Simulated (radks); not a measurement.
# O⁴⁺ in [He] 3s2: an all-electron calculation

What are the levels of the oxygen ion O4+, how large are its shells, and how does its energy divide?

The numbers are computed with radks (a radial shooting solver on a logarithmic mesh, Libxc functionals) version 1 (Dirac Kohn-Sham, RPBE, spin-unpolarised, spherical densities, finite nucleus), except any that are marked as measured or tabulated.

## (1) What is computed

```
element            : oxygen (Z = 8)
charge             : +4
electrons          : 4
configuration      : [He] 3s2
nuclear rms radius : 2.6991 fm
```

Outer shells as boxes (Hund's rule):

O⁴⁺
```
[He] core
3s [↑↓]
```

## (2) The run

The run's settings:

```text
Z 8
configuration [He] 3s2 2s0 2p0 3d0 4f0
relativity Dirac
functional rpbe,pbe
spin unpolarised
j_filling energy
nucleus finite rms 2.6991 fm
c 137.035999084
```

The run is started by

```bash
$ python run_ks.py task.json out
```

All runs below come from this command, one after another.

Q: Predict the outcome of this run.

The runs gave:

```
                        quantity                   value
                    total energy       -63.23063 hartree
exchange-correlation share of it                  8.58 %
                            −T/E                  1.0005
          highest occupied level       3s1/2, -45.009 eV
    most extended occupied level  3s1/2, <r> = 2.14 bohr
 radius at density 0.001 e/bohr³               3.57 bohr
    maxima of the radial density                       2
```

**Reading.** 2 principal shells are occupied and 2 maxima appear in the radial density. This is not the tabulated ground configuration, so its levels and sizes aren't those of the ground state, and no measured value stands beside it.
